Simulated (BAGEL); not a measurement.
**SiH3 (SMILES [SiH3]): UHF/STO-3G (density fitting with qzvpp-jkfit)**

What is the energy change on altering one bond length of SiH3 at UHF/STO-3G (density fitting with qzvpp-jkfit)? 

The results are computed with BAGEL 1.2.2.

### Step 1. The molecule

SiH3: 4 atoms, total charge 0, spin state doublet. As SMILES, `[SiH3]`. Geometry: relaxed at GFN2-xTB.

Bond lengths: Si1–H2 1.449 Å, Si1–H3 1.449 Å, Si1–H4 1.448 Å. Angles: H2–Si1–H3 115.4°, H2–Si1–H4 115.4°, H3–Si1–H4 115.3°.

### Step 2. The energy at UHF/STO-3G (density fitting with qzvpp-jkfit)

File input.json:

```json
{ "bagel": [

{
  "title": "molecule",
  "basis": "sto-3g",
  "df_basis": "qzvpp-jkfit",
  "angstrom": true,
  "geometry": [
    { "atom": "Si", "xyz": [       0.206560,      -0.018900,      -0.115090 ] },
    { "atom": "H", "xyz": [       0.587110,       0.661780,       1.105640 ] },
    { "atom": "H", "xyz": [      -0.194960,      -1.401590,       0.043390 ] },
    { "atom": "H", "xyz": [      -0.598710,       0.758710,      -1.033940 ] }
  ]
},

{ "title": "uhf", "nopen": 1 },

{ "title": "print", "file": "orbitals.molden", "orbitals": true }

]}
```

Run with:

```
$ BAGEL_NUM_THREADS=1 BAGEL input.json > input.out
```

Log:

```text
* using 1 threads per process

  ===============================================================
  ===============================================================

  *** Geometry ***

  { "atom" : "Si", "xyz" : [      0.390342,     -0.035716,     -0.217489 ] },
  { "atom" : "H", "xyz" : [      1.109477,      1.250583,      2.089357 ] },
  { "atom" : "H", "xyz" : [     -0.368421,     -2.648621,      0.081995 ] },
  { "atom" : "H", "xyz" : [     -1.131398,      1.433754,     -1.953863 ] },

  Number of auxiliary basis functions:      182

  Since a DF basis is specified, we compute 2- and 3-index integrals:
    o Being stored without compression. Storage requirement is 0.000 GB

  Number of basis functions:       12
  Number of electrons      :       17

    * METHOD: MOLECULE                             0.01

  *** Open-shell HF ***

  === Nuclear Repulsion ===
    15.9928686370

      * DIIS with orbital gradients will be used.

  === UHF iteration (sto-3g) ===
      0       -287.25951974          0.01755396           0.00
      1       -287.26782030          0.00576646           0.00
      2       -287.26901616          0.00204480           0.00
      3       -287.26940618          0.00019757           0.00
      4       -287.26949201          0.00008494           0.00
      5       -287.26951665          0.00001252           0.00
      6       -287.26951698          0.00000133           0.00
      7       -287.26951700          0.00000071           0.00
      8       -287.26951700          0.00000027           0.00
      9       -287.26951700          0.00000001           0.00
    * SCF iteration converged.

    * S^2 (UHF) is 0.7555

    * Permanent dipole moment:
           (   -0.085622,     0.007842,     0.047159) a.u.

    * METHOD: UHF                                  0.02

    * METHOD: PRINT                                0.00

  ===============================================================
```

It took 0.2 s on 1 thread of AMD EPYC 9R45 (Zen 5), shared host.

### Step 3. The distorted shape at the same level

File input.json:

```json
{ "bagel" : [

{
  "title" : "molecule",
  "basis" : "sto-3g",
  "df_basis" : "qzvpp-jkfit",
  "angstrom" : true,
  "geometry" : [
    { "atom" : "Si", "xyz" : [    0.327028,    0.395949,   -0.162639 ] },
    { "atom" : "H", "xyz" : [    0.707578,    1.076629,    1.058091 ] },
    { "atom" : "H", "xyz" : [   -0.194960,   -1.401590,    0.043390 ] },
    { "atom" : "H", "xyz" : [   -0.478242,    1.173559,   -1.081489 ] }
  ]
},
{ "title" : "uhf", "nopen" : 1 },
{ "title" : "print", "file" : "orbitals.molden", "orbitals" : true }

]}
```

Run with:

```
$ BAGEL_NUM_THREADS=1 BAGEL input.json > input.out
```

Log:

```text
* using 1 threads per process

  ===============================================================
  ===============================================================

  *** Geometry ***

  { "atom" : "Si", "xyz" : [      0.617993,      0.748235,     -0.307343 ] },
  { "atom" : "H", "xyz" : [      1.337129,      2.034534,      1.999502 ] },
  { "atom" : "H", "xyz" : [     -0.368421,     -2.648621,      0.081995 ] },
  { "atom" : "H", "xyz" : [     -0.903746,      2.217705,     -2.043718 ] },

  Number of auxiliary basis functions:      182

  Since a DF basis is specified, we compute 2- and 3-index integrals:
    o Being stored without compression. Storage requirement is 0.000 GB

  Number of basis functions:       12
  Number of electrons      :       17

    * METHOD: MOLECULE                             0.01

  *** Open-shell HF ***

  === Nuclear Repulsion ===
    14.7548254796

      * DIIS with orbital gradients will be used.

  === UHF iteration (sto-3g) ===
      0       -287.17791649          0.02618578           0.00
      1       -287.19678114          0.00755598           0.00
      2       -287.19934570          0.00309221           0.00
      3       -287.20024299          0.00079608           0.00
      4       -287.20043039          0.00041600           0.00
      5       -287.20059440          0.00012112           0.00
      6       -287.20062337          0.00012709           0.00
      7       -287.20055327          0.00012330           0.00
      8       -287.20047103          0.00013841           0.00
      9       -287.20081210          0.00007703           0.00
     10       -287.20089789          0.00005526           0.00
     11       -287.20089759          0.00005558           0.00
     12       -287.20096385          0.00004621           0.00
     13       -287.20096395          0.00001314           0.00
     14       -287.20096395          0.00000145           0.00
     15       -287.20096395          0.00000046           0.00
     16       -287.20096395          0.00000037           0.00
     17       -287.20096395          0.00000005           0.00
     18       -287.20096395          0.00000001           0.00
     19       -287.20096395          0.00000000           0.00
    * SCF iteration converged.

    * S^2 (UHF) is 0.7682

    * Permanent dipole moment:
           (   -0.112935,    -0.157850,     0.054738) a.u.

    * METHOD: UHF                                  0.03

    * METHOD: PRINT                                0.00

  ===============================================================
```

Run time: 0.2 s. Hardware: 1 thread of AMD EPYC 9R45 (Zen 5), shared host.

### Step 4. Outcome

Level: UHF/STO-3G (density fitting with qzvpp-jkfit).

```
                                                          quantity          value
                                         first shape: total energy  -287.26952 Eh
                                        first shape: dipole moment         0.25 D
                                                 first shape: ⟨S²⟩          0.755
                                     distorted shape: total energy  -287.20096 Eh
                                    distorted shape: dipole moment         0.51 D
                                             distorted shape: ⟨S²⟩          0.768
energy change with the Si1–H3 bond stretched from 1.449 to 1.883 Å       1.865 eV
```

**Reading.** With the Si1–H3 bond stretched from 1.449 to 1.883 Å the energy rises by 1.87 eV (180 kJ/mol). The first shape isn't relaxed at this level, so the change isn't measured from a minimum. The minimal basis adds a large error of its own.
